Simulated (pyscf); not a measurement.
Structures and frequencies: ωB97X-D3(BJ)/def2-SVP in PySCF. MP2 and CC: frozen core, UHF for open shells. ΔMP2 is the change of the MP2 total energy from the triple- to the quadruple-zeta basis.

Question: How much does it cost (ΔH, 298 K, CCSD(T)/def2-TZVPP + ΔMP2(QZVPP)) to split Li–NH₂ (SMILES [Li][NH2]) at its Li–N bond into Li• + NH₂•?

Answer: Li–N to Li• + NH₂•: 71.7 kcal/mol. The CCSD(T) − MP2 part came from Ansatz, without density fitting, on the same reference. The frozen core leaves the outer d or s,p core shells of the metals and heavy elements correlated in the MP2 and CC values, and def2-TZVPP describes them poorly, which can shift differences by a few kcal/mol.
